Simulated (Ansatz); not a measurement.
Relaxation of BClH4S (7 atoms, charge 0, multiplicity 1), to a largest force component of 0.03 eV/Å in at most 50 steps.

Computed with Ansatz 0.2.0, RKS LDA/def2-SVP.

```xyz
7
Properties=species:S:1:pos:R:3
B -0.005 -0.590 -0.367
H -0.216 0.212 1.879
H 1.005 0.080 -0.374
Cl -1.529 0.101 -0.835
S 0.168 -2.387 0.027
H -1.163 -2.664 -0.113
H -0.078 -0.504 1.816
```

Question: Where does it end, and by what steps?

Answer: The run converged. After 8 steps the energy has fallen by 0.175 eV; H2 moved furthest, 0.46 Å.

```
step  energy less start (eV)  largest force component (eV/Å)  accepted
   0                  0.0000                           2.016       yes
   1                 -0.1350                           0.808       yes
   2                 -0.1624                           0.435       yes
   3                 -0.1700                           0.158       yes
   4                 -0.1702                           0.134       yes
   5                 -0.1700                           0.092        no
   6                 -0.1747                           0.079       yes
   7                 -0.1750                           0.049       yes
   8                 -0.1753                           0.008       yes
```

```xyz
7
Properties=species:S:1:pos:R:3
B 0.008 -0.684 -0.547
H -0.307 0.347 2.312
H 1.029 -0.028 -0.585
Cl -1.515 0.065 -0.936
S 0.167 -2.395 -0.109
H -1.164 -2.705 -0.183
H -0.036 -0.352 2.080
```

Whether the end is a true minimum wasn't checked by a vibrational analysis.

Run time: 13 s on 1 thread of Arm Neoverse V1, with other jobs on the host, peak memory 0.13 GiB.
